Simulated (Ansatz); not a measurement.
This geometry of FH3Si (5 atoms, charge 0, multiplicity 1) is a first-order saddle point.

Theory: RKS PBE-D4/def2-mTZVP in Ansatz 0.2.0.

```xyz
5
Properties=species:S:1:pos:R:3
Si 0.262 0.015 -0.470
H 0.572 -0.248 1.207
H 1.505 0.116 0.411
F -0.646 1.374 -0.351
H -0.548 -1.151 0.013
```

(1) Which two structures does it join? (They come from a converged band through this point; their orientation in space is the band's.)

(2) How far does it lie above each of them?

## Answers

(1) Bonds broken: Si1–H2, Si1–H3. Bonds formed: H2–H3. FH3Si becomes FHSi + H2.

First end point:

```xyz
5
Properties=species:S:1:pos:R:3
Si 0.248 -0.011 0.175
H 0.236 0.008 1.668
H 1.652 0.008 -0.333
F -0.518 1.318 -0.366
H -0.472 -1.216 -0.334
```

Last end point:

```xyz
5
Properties=species:S:1:pos:R:3
Si 0.083 -0.014 -0.898
H 1.040 -0.241 1.369
H 1.513 0.070 0.851
F -0.780 1.324 -0.480
H -0.710 -1.032 -0.031
```

(2) 62.4 kcal/mol above the first and 14.6 kcal/mol above the second. This is the barrier of this one path; another mechanism may lie lower. The orbitals stay closed-shell, which can raise the energy where a bond breaks towards radicals; this wasn't checked here.

The run took 20 s on 1 thread of Intel(R) Xeon(R) 6975P-C (Granite Rapids), on a shared host, peak memory 0.12 GiB.
